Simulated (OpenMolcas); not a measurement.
# BHCl2 (SMILES [H]B(Cl)Cl) at 5 levels

Aim: a comparison of 5 runs (HF/STO-3G, HF/def2-SVP, B2PLYP/pcseg-1, PBE0/def2-SVP, PBE0/def2-TZVP) of BHCl2. 

Program for the calculation: OpenMolcas 26.06.

1 further run of the same task is left out (set aside as unsound or not needed).

## (1) The system as given

The species is BHCl2 (4 atoms), meant as a singlet with charge 0. SMILES: `[H]B(Cl)Cl`. Geometry: relaxed at GFN2-xTB.

Bond lengths: B1–Cl2 1.701 Å, B1–Cl3 1.702 Å, B1–H4 1.173 Å. Angles: Cl2–B1–Cl3 120.2°, Cl2–B1–H4 119.9°, Cl3–B1–H4 119.9°.

## (2) Energy and gradient at HF/STO-3G (run 1)

run.input

```
&GATEWAY
BASLIB = $CurrDir
BASISSET
B.STO-3G....
B1 -0.067270 -0.112350 0.001160 angstrom
End of Basis
BASISSET
Cl.STO-3G....
Cl2 1.633390 -0.145760 0.012580 angstrom
Cl3 -0.893540 1.375320 -0.017490 angstrom
End of Basis
BASISSET
H.STO-3G....
H4 -0.672580 -1.117210 0.003750 angstrom
End of Basis
&SEWARD
&SCF
THRESHOLDS = 1e-10 1e-07 1e-07 1e-05
PRORBITALS = 1 2
&ALASKA
```

The basis set STO-3G is read from a file made from the Basis Set Exchange's data (not shown).

Launch:

```bash
$ export MOLCAS_MEM=1860
$ pymolcas run.input > run.log
```

Log:

```text
--- Start Module: gateway ---
[...]
--- Stop Module: gateway /rc=_RC_ALL_IS_WELL_ ---
[...]
      Basis functions           24
[...]
--- Start Module: scf ---
[...]
       Convergence after  10 Iterations
[...]
::    Total SCF energy                               -934.1779686749
[...]
      Total spin, S                                     0.0000000000
[...]
      Total electronic charge=   40.000000
      Total            charge=   -0.000000
[...]
      Dipole Moment (debye):
      Origin of the operator (angstrom)=    0.2984    0.4958   -0.0019
                   X= -6.1696E-01               Y= -1.0326E+00               Z=  7.3309E-03           Total=  1.2029E+00
      Quadrupole Moment (debye*angstrom):
[...]
--- Stop Module: scf /rc=_RC_ALL_IS_WELL_ ---
--- Start Module: alaska ---
[...]
 *              Molecular gradients               *
 **************************************************
  Irreducible representation: a
 ------------------------------------------------------------------------------------------
                              X                       Y                       Z
 ------------------------------------------------------------------------------------------
  B1                2.57750439949831E-02    4.17910300870039E-02    2.77834119081222E-05
  CL2              -4.85794886604118E-02    4.80229437183954E-03   -4.23150636863295E-04
  CL3               2.66966411228751E-02   -4.01858871956229E-02    4.69749575079725E-04
  H4               -3.89219645745076E-03   -6.40743726323656E-03   -7.43823501245678E-05
 ------------------------------------------------------------------------------------------
--- Stop Module: alaska /rc=_RC_ALL_IS_WELL_ ---
[...]
```

It took 1.9 s on 1 thread of Arm Neoverse V1, shared host; peak memory 0.37 GiB.

## (3) Energy and gradient at HF/def2-SVP (run 2)

geom.xyz

```xyz
4

B     -0.067270    -0.112350     0.001160
Cl     1.633390    -0.145760     0.012580
Cl    -0.893540     1.375320    -0.017490
H     -0.672580    -1.117210     0.003750
```

test.inp

```
>>> EXPORT MOLCAS_PRINT=2
&GATEWAY
BasLib=$CurrDir
Coord=geom.xyz
Basis=def2-SVP
Group=NoSym
&SEWARD
&SCF
Thresholds=1e-10 1e-07 1e-07 1e-05
PrOrbitals=0
&ALASKA
```

The basis set def2-SVP is read from a file made from the Basis Set Exchange's data (not shown).

Launch:

```bash
$ export MOLCAS_MEM=1860
$ pymolcas test.inp > test.log
```

Log:

```text
--- Start Module: gateway ---
[...]
--- Stop Module: gateway /rc=_RC_ALL_IS_WELL_ ---
[...]
      Basis functions           55
[...]
--- Start Module: scf ---
[...]
       Convergence after  12 Iterations
[...]
::    Total SCF energy                               -944.0326233615
[...]
      Total spin, S                                     0.0000000000
[...]
      Total electronic charge=   40.000000
      Total            charge=   -0.000000
[...]
      Dipole Moment (debye):
      Origin of the operator (angstrom)=    0.2984    0.4958   -0.0019
                   X= -3.0223E-01               Y= -5.1096E-01               Z=  4.1632E-03           Total=  5.9367E-01
      Quadrupole Moment (debye*angstrom):
[...]
--- Stop Module: scf /rc=_RC_ALL_IS_WELL_ ---
--- Start Module: alaska ---
[...]
 *              Molecular gradients               *
 **************************************************
  Irreducible representation: a
 ------------------------------------------------------------------------------------------
                              X                       Y                       Z
 ------------------------------------------------------------------------------------------
  B1                9.35844087636806E-03    1.47898266100421E-02    1.16579607878274E-04
  CL2              -2.99906560545260E-02    2.80381602003299E-03   -2.80393034258891E-04
  CL3               1.63023274434888E-02   -2.48261905523801E-02    2.68402707960663E-04
  H4                4.32988773467224E-03    7.23254792236006E-03   -1.04589281579839E-04
 ------------------------------------------------------------------------------------------
--- Stop Module: alaska /rc=_RC_ALL_IS_WELL_ ---
[...]
```

Wall time 2.9 s (1 thread of Arm Neoverse V1, shared host); peak memory 0.39 GiB.

## (4) A single-point energy at B2PLYP/pcseg-1 (run 3)

geom.xyz is that of step 3.

run.input

```
* BCl2H Kohn-Sham DFT

&GATEWAY
  BasLib
  $CurrDir
  Coord
  geom.xyz
  Basis
  pcseg-1
  Group
  NoSym

&SEWARD
  GridInput
  Grid=UltraFine
  End of Grid

&SCF
  KSDFT
  B2PLYP_SCF
  Thresholds
  1e-10 1e-07 1e-07 1e-05
  PrOrbitals
  1 2

&MBPT2
  Frozen
  11
```

The basis set pcseg-1 is read from a file made from the Basis Set Exchange's data (not shown).

Launch:

```bash
$ export MOLCAS_MEM=1860
$ pymolcas run.input > run.log
```

Log:

```text
--- Start Module: gateway ---
[...]
--- Stop Module: gateway /rc=_RC_ALL_IS_WELL_ ---
[...]
      Basis functions           55
[...]
--- Start Module: scf ---
[...]
       Convergence after  12 Iterations
[...]
::    Total KS-DFT energy                            -945.4281520141
[...]
      Total spin, S                                     0.0000000000
[...]
      Total electronic charge=   40.000000
      Total            charge=   -0.000000
[...]
      Dipole Moment (debye):
      Origin of the operator (angstrom)=    0.2984    0.4958   -0.0019
                   X= -3.5110E-01               Y= -5.9240E-01               Z=  4.0261E-03           Total=  6.8864E-01
      Quadrupole Moment (debye*angstrom):
[...]
--- Stop Module: scf /rc=_RC_ALL_IS_WELL_ ---
[...]
--- Start Module: mbpt2 ---
[...]
 ###    WARNING: MP2 implementation intended for RHF references only         ###
 ###############################################################################
MBPT2 WARNING: Reference function according to RunFile:KS-DFT
I'll assume you know what you're doing and continue
WARNING!
Default frozen orbitals as non valence orbitals is overwritten by user input.
Default values:  11
[...]
       Reference weight ( Cref**2 )         =        0.83165
::    Total MBPT2 energy                             -945.8483708702
[...]
      Total MBPT2 calculations                           0.06      0.08
--- Stop Module: mbpt2 /rc=_RC_ALL_IS_WELL_ ---
[...]
```

It took 7.5 s on 1 thread of Arm Neoverse V1, shared host; peak memory 0.39 GiB.

Run 4 isn't shown in full; the table further down has it.

## (5) Energy and gradient at PBE0/def2-TZVP (run 5)

calc.inp

```
&GATEWAY
 BasLib
 $CurrDir
 Coord
 4
 bohr
 B     -0.12712188    -0.21231073     0.00219208
 Cl     3.08665975    -0.27544648     0.02377275
 Cl    -1.68854588     2.59897813    -0.03305131
 H     -1.27099200    -2.11122092     0.00708647
 Basis
 def2-TZVP
 Group
 NoSym

&SEWARD
 GridInput
 Grid=UltraFine
 End of Grid

&SCF
 KSDFT
 PBE0
 Thresholds
 1e-10 1e-07 1e-07 1e-05
 PrOrbitals
 1 1

&ALASKA
```

The basis set def2-TZVP is read from a file made from the Basis Set Exchange's data (not shown).

Launch:

```bash
$ export MOLCAS_MEM=1860
$ pymolcas calc.inp > calc.log
```

Log:

```text
--- Start Module: gateway ---
[...]
--- Stop Module: gateway /rc=_RC_ALL_IS_WELL_ ---
[...]
      Basis functions          111
[...]
--- Start Module: scf ---
[...]
       Convergence after  13 Iterations
[...]
::    Total KS-DFT energy                            -945.6178919786
[...]
      Total spin, S                                     0.0000000000
[...]
      Total electronic charge=   40.000000
      Total            charge=   -0.000000
[...]
      Dipole Moment (debye):
      Origin of the operator (angstrom)=    0.2984    0.4958   -0.0019
                   X= -1.8830E-01               Y= -3.2097E-01               Z=  2.4344E-03           Total=  3.7214E-01
      Quadrupole Moment (debye*angstrom):
[...]
--- Stop Module: scf /rc=_RC_ALL_IS_WELL_ ---
[...]
--- Start Module: alaska ---
[...]
 *              Molecular gradients               *
 **************************************************
  Irreducible representation: a
 ------------------------------------------------------------------------------------------
                              X                       Y                       Z
 ------------------------------------------------------------------------------------------
  B1                4.83026312513690E-03    7.36681829003771E-03    1.22704268323309E-04
  CL2              -1.93579571362292E-02    2.07054813586272E-03   -1.94930018850709E-04
  CL3               1.07041674673649E-02   -1.58177938524737E-02    1.60975720166101E-04
  H4                3.82352654381712E-03    6.38042742655909E-03   -8.87499696394772E-05
 ------------------------------------------------------------------------------------------
--- Stop Module: alaska /rc=_RC_ALL_IS_WELL_ ---
[...]
```

Wall time 32 s (1 thread of Arm Neoverse V1, shared host); peak memory 0.66 GiB.

## (6) All runs side by side

```tsv
run	level	task	frozen core orbitals	energy (Eh)	dipole moment (D)	HOMO energy (eV)	LUMO energy (eV)	wall time
1	HF/STO-3G	gradient	–	-934.177969	1.20	-11.34	5.07	1.9 s
2	HF/def2-SVP	gradient	–	-944.032623	0.59	-12.49	2.47	2.9 s
3	B2PLYP/pcseg-1	energy	11	-945.541611	0.69	-10.62	-0.29	7.5 s
4	PBE0/def2-SVP	gradient	–	-945.276070	0.29	-9.09	-1.33	9.3 s
5	PBE0/def2-TZVP	gradient	–	-945.617892	0.37	-9.22	-1.60	32 s
```

## (7) What came out

| quantity | value |
| --- | --- |
| run 5: total energy | -945.61789 Eh |
| run 5: dipole moment | 0.37 D |
| run 5: HOMO energy | -9.22 eV |
| run 5: LUMO energy | -1.60 eV |
| run 5: HOMO–LUMO gap | 7.63 eV |
| run 5: largest force on an atom | 1.001 eV/Å |

The dipole moment (its size) runs from 0.29 D (PBE0/def2-SVP) to 1.20 D (HF/STO-3G). The two ends differ in method and basis. The HOMO–LUMO gap runs from 7.63 eV (PBE0/def2-TZVP) to 16.41 eV (HF/STO-3G). For B2PLYP the log adds the whole second-order term; the table takes 0.27 of it, as the functional is defined. Totals of different functionals can't be ranked against each other. In run 1 the basis is minimal, so the values are rough. All runs together took 54 s, the longest 32 s.
